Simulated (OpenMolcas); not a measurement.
# One shape, several levels: [NO2]− (SMILES O=N[O-])

Wanted: a comparison of 6 runs (HF/STO-3G, B3LYP/STO-3G, M06-2X/STO-3G, PBE/STO-3G, MP2/STO-3G, CISD/STO-3G) of [NO2]−. 

Program for the calculation: OpenMolcas 26.06.

1 further run of the same task is left out (it didn't finish).

## Step 1: The structure to begin with

[NO2]− has 3 atoms, charge -1, and is taken as a singlet. As SMILES, `O=N[O-]`. The shape is that of a GFN2-xTB optimisation.

Bond lengths: O1–N2 1.272 Å, N2–O3 1.272 Å. Angles: O1–N2–O3 117.3°.

## Step 2: The energy at HF/STO-3G (run 1)

Contents of struct.xyz:

```xyz
3

O      0.332300     1.015250     0.295330
N      0.330220    -0.248730     0.154080
O     -0.662520    -0.766520    -0.449410
```

Contents of run.input:

```
&GATEWAY
 BasLib=$CurrDir
 Coord=struct.xyz
 Basis=STO-3G
 Group=NoSym

&SEWARD

&SCF
 Charge=-1
 Thresholds=1e-10 1e-07 1e-07 1e-05
 PrOrbitals=1 1
```

The basis set STO-3G is read from a file made from the Basis Set Exchange's data (not shown).

The run is started by

```bash
$ export MOLCAS_MEM=1860
$ pymolcas run.input > run.log
```

Log:

```text
--- Start Module: gateway ---
[...]
--- Stop Module: gateway /rc=_RC_ALL_IS_WELL_ ---
--- Start Module: seward ---
[...]
      Basis functions           15
--- Stop Module: seward /rc=_RC_ALL_IS_WELL_ ---
--- Start Module: scf ---
[...]
       Convergence after  15 Iterations
[...]
::    Total SCF energy                               -201.1618732752
[...]
      Total spin, S                                     0.0000000000
[...]
      Total electronic charge=   24.000000
      Total            charge=   -1.000000
[...]
      Dipole Moment (debye):
      Origin of the operator (angstrom)=   -0.0143    0.0108   -0.0067
                   X=  9.0212E-02               Y= -6.7439E-02               Z=  4.2150E-02           Total=  1.2026E-01
      Center of Charge (angstrom)
[...]
--- Stop Module: scf /rc=_RC_ALL_IS_WELL_ ---
[...]
```

Run time: 1.6 s. Hardware: 1 thread of Arm Neoverse V1, shared host; peak memory 0.37 GiB.

## Step 3: A single-point energy at B3LYP/STO-3G (run 2)

struct.xyz is that of step 2.

Contents of run.inp:

```
>>> EXPORT MOLCAS_PRINT=2

&GATEWAY
 BasLib = $CurrDir
 Coord = struct.xyz
 Basis = STO-3G
 Group = NoSym

&SEWARD
 GridInput
 Grid=UltraFine
 End of Grid

&SCF
 Charge = -1
 KSDFT = B3LYP
 Thresholds = 1e-10 1e-07 1e-07 1e-05
 PrOrbitals = 1 1
```

The basis set STO-3G is read from a file made from the Basis Set Exchange's data (not shown).

The run is started by

```bash
$ export MOLCAS_MEM=1860
$ pymolcas run.inp > run.log
```

Log:

```text
--- Start Module: gateway ---
[...]
--- Stop Module: gateway /rc=_RC_ALL_IS_WELL_ ---
--- Start Module: seward ---
[...]
      Basis functions           15
--- Stop Module: seward /rc=_RC_ALL_IS_WELL_ ---
--- Start Module: scf ---
[...]
       Convergence after  13 Iterations
[...]
::    Total KS-DFT energy                            -202.1401836843
[...]
      Total spin, S                                     0.0000000000
[...]
      Total electronic charge=   24.000000
      Total            charge=   -1.000000
[...]
      Dipole Moment (debye):
      Origin of the operator (angstrom)=   -0.0143    0.0108   -0.0067
                   X= -1.7189E-01               Y=  1.2980E-01               Z= -8.0168E-02           Total=  2.2983E-01
      Center of Charge (angstrom)
[...]
--- Stop Module: scf /rc=_RC_ALL_IS_WELL_ ---
[...]
```

Run time: 3.6 s. Hardware: 1 thread of Arm Neoverse V1, shared host; peak memory 0.37 GiB.

Runs 3 to 4 aren't shown in full; the table further down has their settings and results.

## Step 4: A single-point energy at MP2/STO-3G (run 5)

struct.xyz is that of step 3.

Contents of run.inp:

```
* NO2 MP2
&GATEWAY
BasLib
$CurrDir
Coord
struct.xyz
Basis
STO-3G
Group
NoSym
&SEWARD
&SCF
Charge
-1
Thresholds
1e-10 1e-07 1e-07 1e-05
PrOrbitals
1 1
&MBPT2
Frozen
3
```

The basis set STO-3G is read from a file made from the Basis Set Exchange's data (not shown).

The run is started by

```bash
$ export MOLCAS_MEM=1860
$ pymolcas run.inp > run.log
```

Log:

```text
--- Start Module: gateway ---
[...]
--- Stop Module: gateway /rc=_RC_ALL_IS_WELL_ ---
[...]
      Basis functions           15
[...]
--- Start Module: scf ---
[...]
       Convergence after  15 Iterations
[...]
::    Total SCF energy                               -201.1618732752
[...]
      Total spin, S                                     0.0000000000
[...]
      Total electronic charge=   24.000000
      Total            charge=   -1.000000
[...]
      Dipole Moment (debye):
      Origin of the operator (angstrom)=   -0.0143    0.0108   -0.0067
                   X=  9.0212E-02               Y= -6.7439E-02               Z=  4.2150E-02           Total=  1.2026E-01
      Center of Charge (angstrom)
[...]
--- Stop Module: scf /rc=_RC_ALL_IS_WELL_ ---
--- Start Module: mbpt2 ---
[...]
WARNING!
Default frozen orbitals as non valence orbitals is overwritten by user input.
Default values:   3
[...]
       Reference weight ( Cref**2 )         =        0.92217
::    Total MBPT2 energy                             -201.3175958316
[...]
      Total MBPT2 calculations                           0.03      0.04
--- Stop Module: mbpt2 /rc=_RC_ALL_IS_WELL_ ---
[...]
```

Run time: 1.8 s. Hardware: 1 thread of Arm Neoverse V1, shared host; peak memory 0.37 GiB.

## Step 5: The energy at CISD/STO-3G (run 6)

struct.xyz is that of step 4.

Edit run.inp of step 4 so:

```diff
@@ -1,2 +1,2 @@
-* NO2 MP2
+>>> EXPORT MOLCAS_PRINT=2
 &GATEWAY
@@ -18,4 +18,17 @@
 1 1
-&MBPT2
+&MOTRA
 Frozen
 3
+&GUGA
+Electrons
+18
+Spin
+1
+Inactive
+9
+Active
+0
+CIAll
+1
+&CPF
+SDCI
```

The basis set STO-3G is read from a file made from the Basis Set Exchange's data (not shown).

The run is started by

```bash
$ export MOLCAS_MEM=1860
$ pymolcas run.inp > run.log
```

Log:

```text
--- Start Module: gateway ---
[...]
--- Stop Module: gateway /rc=_RC_ALL_IS_WELL_ ---
[...]
      Basis functions           15
[...]
       Convergence after  15 Iterations
[...]
::    Total SCF energy                               -201.1618732752
[...]
      Total spin, S                                     0.0000000000
[...]
      *** WARNING: Default frozen orbitals is overwritten by user input.
      *** Default values:   3
[...]
--- Start Module: guga ---
[...]
--- Stop Module: guga /rc=_RC_ALL_IS_WELL_ ---
--- Start Module: cpf ---
[...]
      Active orbitals                            0       0
[...]
      Spin quantum number                      0.0
[...]
     FINAL CI ENERGY          -201.32466157
     FINAL CORRELATION ENERGY   -0.16278830  REFERENCE ENERGY    -201.16187328
[...]
     REL. CI ENERGY           -201.32466157
[...]
      Total electronic charge=   24.000000
      Total            charge=   -1.000000
[...]
      Dipole Moment (debye):
      Origin of the operator (angstrom)=   -0.0143    0.0108   -0.0067
                   X= -1.9456E-01               Y=  1.4688E-01               Z= -9.0741E-02           Total=  2.6012E-01
      Quadrupole Moment (debye*angstrom):
[...]
--- Stop Module: cpf /rc=_RC_ALL_IS_WELL_ ---
[...]
```

Wall time 1.9 s (1 thread of Arm Neoverse V1, shared host); peak memory 0.37 GiB.

## Step 6: Overview of the runs

```csv
run,level,integration grid,frozen core orbitals,energy (Eh),HOMO energy (eV),LUMO energy (eV),HOMO–LUMO gap (eV),wall time
1,HF/STO-3G,–,–,-201.161873,2.71,17.13,14.43,1.6 s
2,B3LYP/STO-3G,UltraFine,–,-202.140184,8.26,12.78,4.52,3.6 s
3,M06-2X/STO-3G,UltraFine,–,-202.144772,6.08,14.23,8.14,4.5 s
4,PBE/STO-3G,UltraFine,–,-201.957155,10.08,12.17,2.09,3.9 s
5,MP2/STO-3G,–,3,-201.317596,2.71,17.13,14.43,1.8 s
6,CISD/STO-3G,–,3,-201.324662,2.71,17.13,14.43,1.9 s
```

## Step 7: Outcome

| quantity | value |
| --- | --- |
| run 6: total energy | -201.32466 Eh |
| run 6: HOMO energy (Hartree–Fock orbitals) | 2.71 eV |
| run 6: LUMO energy (Hartree–Fock orbitals) | 17.13 eV |
| run 6: HOMO–LUMO gap (to an unbound level, set by the basis) | 14.43 eV |
| run 6: correlation energy (3 core orbitals frozen) | -162.8 mEh |

Below the HF energy at the same shape and in the same basis (STO-3G): MP2 -155.7 mEh; CISD -162.8 mEh. Over runs 1, 2, 3, 4 the HOMO–LUMO gap runs from 2.09 eV (PBE/STO-3G) to 14.43 eV (HF/STO-3G). Exact exchange widens orbital gaps. The empty levels of an anion lie above zero and hang on the basis. Totals of different functionals can't be ranked against each other. In runs 1, 2, 3, 4, 5, 6 the HOMO lies above zero, so the outermost electron may be held by the basis alone. In runs 1, 2, 3, 4, 5, 6 the basis is minimal, so the values are rough. All runs together took 17 s, the longest 4.5 s.
